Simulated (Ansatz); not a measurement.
Two shapes of doublet H2F2(+) in separate pieces.

Shape 1:

```xyz
4

F     0.0000    0.0000    0.0000
H     0.0000    0.9170    0.0000
F     0.0000    0.0000    6.0000
H     0.0000    0.9170    6.0000
```

Shape 2:

```xyz
4

F     0.0000    0.0000    0.0000
H     0.0000    0.9170    0.0000
F     0.0000    0.0000    3.0000
H     0.0000    0.9170    3.0000
```

Basis set: cc-pVDZ (spherical functions). Left uncorrelated: 2 orbitals. Correlation on ROHF uses semicanonical orbitals with singles. Charge 1, multiplicity 2.

Computed with Ansatz (development build ahead of 0.2.0); the reference of a correlated method needn't be the lowest determinant of its kind.

Q: Which shape is lower in energy, and by how much in each method?

A:

```csv
method,E(2) − E(1) (eV)
ROHF-CCSD,-0.214
UHF-CCSD,-0.269
ROHF-CCSD(T),-0.296
UHF-CCSD(T),-0.223
```

Shape 2 is lower. Caution: the reference determinant was not shown to be the lowest; the charge can sit on one fragment and break the point group. Caution for ROHF-CCSD, ROHF-CCSD(T): an unrestricted determinant lies well below; other determinants can give a lower correlated total. Caution for UHF-CCSD(T): another reference gives a lower total.
